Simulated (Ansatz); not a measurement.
Compare A (`CNCCN`) with its isomer B (`CC(N)CN`).

Gas-phase electronic energies from Ansatz, PBE0-D4/def2-TZVP geometries. CBS: MP2 limit from def2 TZ/QZ plus the TZ coupled-cluster correction, frozen cores. Functionals use def2-TZVPP. B3LYP here is the variant with VWN-RPA as its local correlation; programs differ in this. One conformer a species, not always the lowest.

Question: Which is lower in electronic energy at CCSD(T)/CBS, and by how much? (Best estimate.)

Answer: The calculation gave: B, by 39.5 kJ/mol.

Question: Give E(B) − E(A) in kJ/mol with HF/def2-TZVPP, PBE0-D4, ωB97M-V, BLYP-D4, PBE-D4, CCSD(T)/def2-TZVPP, B3LYP-D4. (Estimate.)

Answer: Computed: HF/def2-TZVPP -28.8, PBE0-D4 -35.8, ωB97M-V -38.0, BLYP-D4 -32.9, PBE-D4 -34.6, CCSD(T)/def2-TZVPP -38.8, B3LYP-D4 -33.8. None reverses the order clearly.

Question: Does the order hold for the free energy at 298.15 K (harmonic terms from PBE0-D4)? (An estimate is asked.)

Answer: Computed: Yes: G(B) − G(A) = -38.1 kJ/mol, for one conformer each.

Largest T1 diagnostic: 0.009.

At CCSD(T), def2-SVP lies +5.1 kJ/mol from the extrapolated value and def2-TZVPP +0.7 kJ/mol. In def2-TZVPP, CCSD(T) changes the Hartree–Fock value by −10.0 kJ/mol (the triples alone add −1.2 kJ/mol) and MP2 by −12.7 kJ/mol.
